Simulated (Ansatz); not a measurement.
C3H5ClOS (`COC(=S)CCl`), one more setting.

```yaml
crystal:
  periodic: [false, false, false]
  atoms:
    - {symbol: C, position_ang: [0.191486, -1.436427, 0.555936]}
    - {symbol: O, position_ang: [-0.998526, -0.722352, 0.233509]}
    - {symbol: C, position_ang: [-0.959194, 0.466437, -0.350081]}
    - {symbol: S, position_ang: [-2.322425, 1.161262, -0.888963]}
    - {symbol: C, position_ang: [0.372771, 1.148038, -0.498594]}
    - {symbol: Cl, position_ang: [0.956575, 1.757890, 1.077897]}
    - {symbol: H, position_ang: [-0.142782, -2.328237, 1.080688]}
    - {symbol: H, position_ang: [0.719106, -1.734253, -0.353583]}
    - {symbol: H, position_ang: [0.847012, -0.852409, 1.202268]}
    - {symbol: H, position_ang: [1.141060, 0.477623, -0.886579]}
    - {symbol: H, position_ang: [0.260418, 2.005527, -1.152001]}
basis:
  gaussian: {orbitals: aug-pcseg-2, final_grid: {core_spheres: 20, valence_spheres: 16, degree: 47}}
hamiltonian: {xc: {name: RPBE}, dispersion: d4}
```

```sh
$ ansatz run in.yaml --threads 4 --pin off --events-out ev --progress --plain --max-ram 10444MiB
```

It prints (some lines left out):

```
Functional definition: RPBE
  name "RPBE"
  cite "Hammer, Hansen & Nørskov, Phys. Rev. B 59, 7413 (1999) doi:10.1103/PhysRevB.59.7413"
  cite "Perdew, Burke & Ernzerhof, Phys. Rev. Lett. 77, 3865 (1996) doi:10.1103/PhysRevLett.77.3865"
  parameter kappa = 0.804
  parameter beta = 0.06672455060314922
  exchange = rpbe_x(kappa = kappa, mu = beta*pi^2/3)
  correlation = pbe_c(beta = beta)
1757 factors; their error is unknown
mean field evaluation 1: about -28582.8892 eV, gradient 8.0e1 eV
mean field evaluation 2: about -28512.3885 eV, gradient 1.8e2 eV
mean field evaluation 4: about -28596.1483 eV, gradient 3.2e1 eV
mean field evaluation 8: about -28598.1209 eV, gradient 3.6e-1 eV
mean field evaluation 16: about -28598.0512 eV, gradient 1.1e-3 eV
mean field -28598.05119847 eV, -1050.9589970885 hartree, gradient 3.1e-5 eV, S^2 0.000000; 0 other end points of the search recorded, 0 dependent functions left out
reference -28598.05127094 eV, -1050.9589997518 hartree; 32, 32 occupied and 367, 367 virtual orbitals, 1757 factors
Total energy: -28599.11253821 eV, -1050.9980006047 hartree
```

It took 14 s on 4 threads of an Arm Neoverse V1 on a shared host, with 0.86 GiB of host memory at the peak.
